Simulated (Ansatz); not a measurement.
# SiO: small, medium and large basis sets

One table from this session's results is given with a row withheld; the runs are named, their logs left out.

The runs use Ansatz 0.2.0, Gaussian basis; one geometry, several basis sets.

Plan: PBE0-D4/def2-SVP; ωB97M-V/def2-SVP; PBE0-D4/def2-QZVPP; ωB97M-V/def2-QZVPP; CCSD(T)/cc-pV(D+d)Z; CCSD(T)/cc-pV(T+d)Z; CCSD(T)/cc-pV(Q+d)Z; the functionals' def2-TZVPP values are taken from earlier runs.

### The relaxed structure

The geometry comes from an earlier relaxation with PBE0-D4 in a triple-zeta def2 set; it is a stationary point.

2 atoms, charge 0, spin multiplicity 1.

Atoms are counted from 1 here; the program's logs count them from 0.

Bond lengths: O1–Si2 1.509 Å.

As a file:

```xyz
2

O    -0.64072    0.23148   -0.32401
Si    0.64072   -0.23148    0.32401
```

Set-up of the first run:

in.yaml reads:

```yaml
crystal:
  periodic: [false, false, false]
  atoms:
    - {symbol: O, position_ang: [-0.640717, 0.231481, -0.324010]}
    - {symbol: Si, position_ang: [0.640717, -0.231481, 0.324010]}
basis:
  gaussian: {orbitals: def2-SVP}
hamiltonian: {xc: pbe0, dispersion: d4}
output: {orbitals: {seedname: orbitals}}
```

Steps of the session up to this table: PBE0-D4 in def2-SVP; ωB97M-V in def2-SVP; PBE0-D4 in def2-QZVPP; ωB97M-V in def2-QZVPP.

One of the session's tables, all rows but one given; the rest of the session is left out.

It belongs to the step «Density functionals: the series». 

```
functional       basis  HOMO (eV)  LUMO (eV)
   PBE0-D4    def2-SVP      -8.68      -1.68
   PBE0-D4  def2-TZVPP      -8.78      -1.94
   PBE0-D4  def2-QZVPP      -8.81      -2.02
   ωB97M-V    def2-SVP          ?          ?
   ωB97M-V  def2-TZVPP     -11.01       0.12
   ωB97M-V  def2-QZVPP     -11.05      -0.06
```

Q: Estimate the row for ωB97M-V, def2-SVP from the others.

**Answer.** HOMO (eV): -10.88; LUMO (eV): 0.53. In the column «HOMO (eV)» it lies between ωB97M-V, def2-TZVPP (-11.01) and PBE0-D4, def2-QZVPP (-8.81).
